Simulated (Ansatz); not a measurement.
The first iterations of a band of H$_{2}$NOSi (5 atoms, charge -1, multiplicity 1).

Computed with RKS r2SCANh/def2-SVP (Ansatz 0.2.0).

```
movable images  : 5
climbing image  : yes
spring          : 5.0 eV/Å²
optimiser       : quadratic models (default)
start path      : IDPP
force threshold : 0.05 eV/Å
iteration limit : 60
end points      : relaxed
```

Initial state:

```xyz
5
Properties=species:S:1:pos:R:3
N -0.695 -1.020 -0.024
Si 0.335 0.254 0.067
O 0.328 1.776 -0.290
H -1.600 -0.756 -0.425
H 1.633 -0.254 0.672
```

Final state:

```xyz
5
Properties=species:S:1:pos:R:3
N -1.129 -0.521 -0.303
Si 0.195 0.408 -0.022
O 0.471 1.922 -0.270
H -0.931 -1.481 -0.005
H 1.394 -0.329 0.600
```

| iteration | highest image above the first end (eV) | largest band force component (eV/Å) |
| --- | --- | --- |
| 1 | 0.592 | 1.955 |
| 2 | 0.496 | 0.657 |

Question: Does the band converge within its limit, and where does its top end?

Answer: The forces met the threshold. It ended after 7 iterations with the highest image 0.472 eV above the first end. A vibrational analysis at the climbing image gives one clearly imaginary mode, 609i cm⁻¹: a first-order saddle point. Limits of this set-up: an anion without diffuse functions, the dipole of an ion depends on the origin.

Time of the run: 61 s on 1 thread of Arm Neoverse V2 (shared host), peak memory 0.11 GiB.
